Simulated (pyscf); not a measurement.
Elementary routes open to B–F [singlet] + silane (SiH₄) in the gas phase (singlet surface):
A. F–BH–SiH₃ (H–Si broken; B–Si, B–H formed)
B. BH [singlet] + F–SiH₃ (B–F, H–Si broken; B–H, F–Si formed)

Optimised with ωB97X-D3(BJ)/def2-SVP in PySCF. MP2 and CC: frozen core, UHF for open shells. ΔMP2 is the change of the MP2 total energy from the triple- to the quadruple-zeta basis.

Task: Rank the routes by free-energy barrier at 298 K, lowest first, for CCSD(T)/def2-TZVPP + ΔMP2(QZVPP) energies (ideal gas, 1 atm, RRHO with modes under 100 cm⁻¹ raised to 100, one conformer, R ln 2 for rigid chiral ones).

Result: A (52.7 kcal/mol), B (63.7 kcal/mol)

Route A is the fastest of these, ahead of the next by 11.1 kcal/mol. The most stable products are those of A (ΔG = -29.3 kcal/mol), so kinetics and thermodynamics agree. At 1200 K A is still the fastest. Only these routes are compared; each barrier is that of the saddle found, and lower ones may exist. The CCSD(T) − MP2 part came from Ansatz, without density fitting, on the same reference.
